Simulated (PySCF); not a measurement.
All numbers come from PySCF, PBE0, basis C def2-TZVP, H def2-TZVP (no relativity, density fitting).

```xyz
4
charge 1 multiplicity 1, angstrom
C     0.0000    0.0000    0.0000
H     1.0931    0.0000    0.0000
H    -0.5465    0.9466    0.0000
H    -0.5465   -0.9466    0.0000
```

CH₃⁺ (singlet), along the line from C1 (at 0) through H2 (at 1.093 Å).

Question: Tabulate the fields along this line at -0.33, -0.22, -0.11, 0.05, 0.16, 0.27, 0.38, 0.49, 0.60, 0.71, 0.82, 0.93, 1.04, 1.20, 1.31, 1.42, 1.53, 1.64, 1.75 Å.

Answer: 
```
distance (Å)  electron density (e/Å³)  electron localisation function  electrostatic potential (V)
       -0.33                     2.77                           0.124                          102
       -0.22                     8.93                           0.378                          192
       -0.11                     76.4                           0.998                          505
        0.05                      251                               1                         1230
        0.16                     24.6                           0.914                          289
        0.27                     4.48                           0.124                          137
        0.38                      2.7                           0.436                         78.1
        0.49                     2.38                           0.934                         49.7
        0.60                     2.15                           0.989                           36
        0.71                     2.01                           0.997                         32.6
        0.82                     2.02                           0.999                         40.1
        0.93                      2.2                               1                         70.7
        1.04                     2.66                               1                          244
        1.20                     1.73                               1                          113
        1.31                    0.986                               1                         48.9
        1.42                    0.543                               1                         29.1
        1.53                    0.299                           0.999                         20.1
        1.64                    0.166                           0.998                         15.3
        1.75                   0.0921                           0.996                         12.5
```

On a grid of 0.05 Å the density has a local minimum along the bond near 0.77 Å from C, at 1.99 e/Å³, where the ELF is 1.00.
